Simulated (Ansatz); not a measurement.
Molecule: CHF$_{2}$ (charge -1, singlet). It need not be the lowest isomer of its formula. Whether it binds its extra electron was not tested at this geometry. 
Geometry from a B3LYP-D3(BJ)/def2-TZVP (Ansatz, a program for electronic structure) optimisation:
```
C
H 1 1.1230
F 1 1.4763 2 98.78
F 1 1.4763 2 98.78 3 -102.29
```
Charge -1, spin multiplicity 1.

Basis-set convergence of Hartree-Fock and MP2 correlation energies (hartree) with Ansatz. Cores are frozen in the correlated levels unless marked. Spin-orbit coupling is left out. No relativistic terms. This anion needs diffuse functions, which these sets lack.

```tsv
basis	functions	E(HF)	E(corr, MP2)
cc-pVDZ	-	-237.23508	-0.50880
cc-pVTZ	104	-237.32116	-0.67960
cc-pVQZ	195	___	___
```

Fill in the missing entries.


- cc-pVQZ, E(HF): -237.34497
- cc-pVQZ, E(corr, MP2): -0.74280
